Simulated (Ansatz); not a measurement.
Results of PBE in Ansatz (PAW) for antifluorite Mg2Ge.

Numerical settings: plane-wave cutoff 520 eV, 20×20×20 k mesh, scalar-relativistic PAW data made under PBE.

The cell has the measured lattice: a = b = c = 6.3849 Å, α = β = γ = 90.00°.

Question: Give the computed Voigt–Reuss–Hill bulk modulus, Young modulus, elastic constant C44, elastic constant C11 and elastic constant C12.

Answer: 
- Voigt–Reuss–Hill bulk modulus: 53.2 GPa
- Young modulus: 104 GPa
- elastic constant C44: 43.8 GPa
- elastic constant C11: 113 GPa
- elastic constant C12: 23.6 GPa

Note: the cell isn't this level's own, so it is under some stress, which shifts stiffness and frequencies.

Elastic constants are with the ions relaxed.

The computed numbers hold no vibrational or temperature effects.

Ansatz is a first-principles code.
